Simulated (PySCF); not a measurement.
# EPR parameters of C3H8N

Compound: C3H8N (doublet state).
Structure used (GFN2-xTB), in Å, numbered top down from 1:
```
atom  x, y, z in Å
C1     1.5674    0.3688    0.3479
C2     0.7073   -0.4684   -0.5131
N3    -0.6070   -0.7841    0.0157
C4    -1.5136    0.3465    0.0098
H5     2.5198    0.7059   -0.0115
H6     1.3398    0.4927    1.3894
H7     0.5706    0.0025   -1.4969
H8     1.2094   -1.4332   -0.7138
H9    -0.5073   -1.1345    0.9647
H10   -1.6884    0.6438   -1.0248
H11   -1.1348    1.2200    0.5598
H12   -2.4619    0.0394    0.4469
```

The hyperfine couplings belong to this conformer and change with its torsions.

The species is `[CH2]CNC` [radical].

Method: UKS B3LYP, pcH-1 on C H N, non-relativistic, mean-field spin-orbit, GIAO in PySCF. Isolated species at its GFN2-xTB geometry (one conformer only). Couplings are sensitive to structure, and on GFN2-xTB geometries they can be far from those on DFT ones. Stability of the SCF solution: not tested.

- g1, g2, g3: 2.00221, 2.00276, 2.00301
- g_iso: 2.00266
- Form of g: rhombic: the two nearest values differ by 32 % of g3 − g1
- ⟨S²⟩: 0.7536 (exact 0.7500)
- α and β electrons: 17, 16
- HOMO–LUMO gap, α and β orbitals: 6.96, 4.50 eV

Isotropic coupling and dipolar principal values T1 to T3, in 10⁻⁴ cm⁻¹ (1 × 10⁻⁴ cm⁻¹ = 2.998 MHz):

| atom | isotope | a_iso | T1 | T2 | T3 | Mulliken spin population |
| --- | --- | --- | --- | --- | --- | --- |
| C1 | 13C | 31.4 | -27.1 | -26.9 | 54.0 | 1.07 |
| C2 | 13C | -11.4 | -1.0 | 0.1 | 0.9 | -0.08 |
| N3 | 14N | 0.5 | -0.1 | 0.0 | 0.1 | 0.00 |
| C4 | 13C | -0.4 | -0.4 | 0.0 | 0.4 | 0.01 |
| H5 | 1H | -20.4 | -13.0 | -0.1 | 13.1 | -0.04 |
| H6 | 1H | -20.7 | -13.2 | 0.0 | 13.1 | -0.04 |
| H7 | 1H | 28.4 | -1.8 | -1.5 | 3.2 | 0.03 |
| H8 | 1H | 51.8 | -2.1 | -0.9 | 2.9 | 0.06 |
| H9 | 1H | -0.5 | -1.1 | -1.0 | 2.1 | 0.00 |
| H10 | 1H | 0.4 | -0.6 | -0.5 | 1.1 | 0.00 |
| H11 | 1H | 1.3 | -1.4 | -0.9 | 2.2 | 0.00 |
| H12 | 1H | -0.1 | -0.4 | -0.4 | 0.8 | 0.00 |

The Mulliken spin populations are largest on C1 (+1.07), C2 (-0.08) and H8 (+0.06). C1 is the only atom above +0.15. The positive populations add up to 1.17 and the negative ones to -0.17, together 2S = 1. The angles at C1 add up to 359.0°, so it is planar; its axial dipolar tensor and the negative couplings of its protons fit spin in a p orbital normal to that plane.

Axes: g2 points within 8° of the C1–C2 bond.

Under fast tumbling the dipolar parts average out, and these isotropic splittings remain: 2 × 1H (H7/H8, I = 1/2, 3 lines) with 4.29 mT, 2 × 1H (H5/H6, I = 1/2, 3 lines) with 2.20 mT, 1 × 1H (H9, I = 1/2, 2 lines) with 0.05 mT, 3 × 1H (H10/H11/H12, I = 1/2, 4 lines) with 0.05 mT and 1 × 14N (N3, I = 1, 3 lines) with 0.05 mT.

Means are taken over nuclei equivalent by connectivity, which assumes that they swap fast. The 1H value of +120.2 MHz is a mean of couplings from 85.2 to 155.3 MHz in this one geometry, not an average over conformers.

The 13C coupling of C1 (94.2 MHz) shows only in satellite lines or after enrichment, since that isotope makes up about 1.07 % of natural carbon.
